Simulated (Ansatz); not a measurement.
Molecular dynamics of H$_{6}$N$_{2}$Si

Input file:

```yaml
crystal:
  periodic: [false, false, false]
  atoms:
    - { symbol: Si, position_ang: [0.080345, 0.134119, 0.01735] }
    - { symbol: H, position_ang: [0.255955, 0.446411, 1.47663] }
    - { symbol: "N", position_ang: [1.706239, -0.106741, -0.614356] }
    - { symbol: H, position_ang: [1.896644, -0.679028, -1.42133] }
    - { symbol: H, position_ang: [2.505977, 0.402617, -0.27396] }
    - { symbol: "N", position_ang: [-0.951332, 1.417089, -0.607302] }
    - { symbol: H, position_ang: [-1.522959, 1.306938, -1.429471] }
    - { symbol: H, position_ang: [-0.933864, 2.355618, -0.241653] }
    - { symbol: H, position_ang: [-0.647605, -1.147524, -0.274807] }
basis:
  gaussian: { orbitals: "6-31G" }
hamiltonian:
  xc: pbe0
  dispersion: d4
md:
  timestep: 1.0
  n_steps: 166
  ensemble: nvt_nose_hoover
  temperature: 1000.0
  initial_velocities: maxwell_boltzmann
  seed: 331377
  nose_hoover: { tau: 1.0, chain_length: 1 }
```

Launched with:

```bash
$ ansatz run input.yaml --threads 1 --pin off --max-ram 2048MiB --backend cpu --events-out ev --progress --plain --runs-dir out
```

It starts from a relaxed structure.

Output, in part (step lines, the closing report, with atoms numbered from 0):

```
md step     0: t =     0.00 fs  T =  1000.0 K  F+E_penalty+E_count = -10947.31963685 eV  E_kin = 0.904820 eV  conserved = -10946.41481686 eV  (21 SCF iters)
[... lines left out ...]
Total energy: -10946.62447096 eV, -402.2810294191 hartree
Atom 0 at     0.068554     0.060600     0.054335 Å, force    -1.403919     0.497183    -0.027331 eV/Å
Atom 1 at     0.560387     0.328559     1.481646 Å, force    -0.612539     0.306392    -0.164818 eV/Å
Atom 2 at     1.646177     0.014593    -0.627672 Å, force    -0.824435    -0.560344     0.441201 eV/Å
Atom 3 at     1.981152    -0.356894    -1.455072 Å, force     0.385709    -0.741120    -1.933024 eV/Å
Atom 4 at     2.315771     0.492961    -0.113231 Å, force     1.590116     0.792819     1.012980 eV/Å
Atom 5 at    -0.878246     1.427929    -0.733963 Å, force     3.246382    -0.925160     2.693579 eV/Å
Atom 6 at    -1.782286     1.367345    -1.070856 Å, force    -2.034592     0.089204    -0.668121 eV/Å
Atom 7 at    -0.567948     2.270430    -0.240341 Å, force    -0.782964     0.122075    -0.940177 eV/Å
Atom 8 at    -0.805393    -1.205625     0.147886 Å, force     0.436241     0.418951    -0.414287 eV/Å
Dipole moment:     0.019746     0.097229     0.007070 e Å
```

The steps, from the saved trajectory:

| time (fs) | T (K) | potential energy less start (eV) | conserved less start (meV/atom) |
| --- | --- | --- | --- |
| 0 | 1000 | 0.000 | 0.00 |
| 5 | 761 | 0.498 | 1.39 |
| 10 | 498 | 1.462 | 1.81 |
| 15 | 544 | 1.694 | 1.64 |
| 20 | 948 | 0.962 | 0.96 |
| 25 | 1400 | 0.618 | 0.70 |
| 30 | 1340 | 0.701 | 2.10 |
| 35 | 897 | 0.785 | 2.62 |
| 40 | 775 | 0.744 | 2.41 |
| 45 | 973 | 0.904 | 1.93 |
| 50 | 1577 | 1.352 | 2.05 |
| 55 | 1436 | 1.275 | 1.92 |
| 60 | 945 | 0.914 | 2.92 |
| 65 | 825 | 0.572 | 2.40 |
| 70 | 1091 | 0.511 | 1.49 |
| 75 | 1450 | 0.798 | 1.58 |
| 80 | 1594 | 1.568 | 1.65 |
| 85 | 877 | 2.125 | 4.96 |
| 90 | 628 | 1.106 | 1.95 |
| 95 | 703 | 0.611 | 1.43 |
| 100 | 916 | 0.477 | 1.30 |
| 105 | 1075 | 0.580 | 1.83 |
| 110 | 922 | 0.552 | 1.29 |
| 115 | 691 | 1.014 | 2.70 |
| 120 | 741 | 1.516 | 2.49 |
| 125 | 1091 | 1.537 | 2.65 |
| 130 | 1042 | 0.863 | 1.54 |
| 135 | 797 | 0.739 | 2.05 |
| 140 | 721 | 0.707 | 1.99 |
| 145 | 985 | 0.803 | 1.63 |
| 150 | 1367 | 0.785 | 1.50 |
| 155 | 1450 | 1.074 | 2.07 |
| 160 | 1019 | 1.379 | 4.26 |
| 165 | 794 | 0.758 | 2.65 |

The run went to its last step. The conserved energy wandered by up to 5.0 meV per atom (net 2.8 meV per atom), which is poor conservation. A run of 0.17 ps of so small a system gives no equilibrium averages. Limits of this set-up: no polarisation functions.

The same pairs are bonded in the first frame and the last. Pairs count as bonded within 1.25 times the sum of covalent radii (0.12 Å more for H–H).

Last frame:

```xyz
9
Properties=species:S:1:pos:R:3
Si 0.069 0.061 0.054
H 0.560 0.329 1.482
N 1.646 0.015 -0.628
H 1.981 -0.357 -1.455
H 2.316 0.493 -0.113
N -0.878 1.428 -0.734
H -1.782 1.367 -1.071
H -0.568 2.270 -0.240
H -0.805 -1.206 0.148
```

Time of the run: 2.6 min on 1 thread of AMD EPYC 9R45 96-Core Processor (Zen 5), with other jobs on the host, peak memory 0.12 GiB.
